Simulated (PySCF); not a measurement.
Relaxed structures of CH$_{3}$NSi, singlet (PBE0-D4/def2-TZVP; forces vanish, vibrations not checked; lower isomers may exist, and structures with a doubtful reference or unclear bonds are left out; Å). Computed with PySCF 2.14 with density fitting (its default auxiliary sets; JK sets also for MP2 and CCSD(T)) (basis: def2-TZVPP); correlated methods freeze the cores.

Rank them by CCSD(T) energy, lowest first, and give each one's height above the lowest. Links in brackets join atoms within 1.22 times the sum of their covalent radii (1.1 for two metals). (Judge from chemistry; the value comes from the calculation.)
A.
CH₃NSi ([CH]1[N][SiH2]1)
```
6
angstrom
C -0.4346 -0.9521 -0.1128
N 0.7673 -0.9619 0.3078
Si 0.1757 0.7127 0.0316
H -1.1033 -1.7905 -0.3118
H 0.7112 1.4488 -1.1299
H -0.1088 1.5460 1.2158
```
B.
CH₃NSi ([C]1[NH][SiH2]1)
```
6
angstrom
C 0.8421 -1.1464 0.3387
N -0.3582 -0.8825 -0.0922
Si 0.3608 0.6953 0.0948
H -1.0991 -1.5386 -0.3246
H 0.5604 1.4088 -1.1831
H -0.2606 1.5050 1.1627
```
C.
CH₃NSi ([CH2][N][SiH])
```
6
angstrom
C 0.6938 0.5614 0.3117
N -0.2981 -0.0934 -0.0705
Si -1.7387 -0.7530 -0.5832
H -1.1628 -2.1662 -0.6244
H 1.4080 0.9872 -0.3996
H 0.8962 0.7270 1.3742
```
D.
CH₃NSi ([CH]1[NH][SiH]1)
```
6
angstrom
C -0.3254 -0.9128 -0.0790
N 0.8185 -0.8231 0.4573
Si -0.0295 0.9500 0.2026
H -0.8113 -1.8331 -0.4056
H 0.4896 1.1435 -1.2303
H 1.4776 -1.5781 0.6185
```

By the calculation: C (0.00 kcal/mol), A (6.89 kcal/mol), D (22.25 kcal/mol), B (33.45 kcal/mol). Heights count from the lowest.

T1 diagnostic: at most 0.022.

For scale, one of the runs: CCSD(T)/def2-TZVPP, 146 basis functions, launched by `OMP_NUM_THREADS=2 python run.py`. Hardware: 2 CPU threads of an Arm Neoverse V1, shared host. Wall time 2.8 min; peak host memory 0.81 GiB.
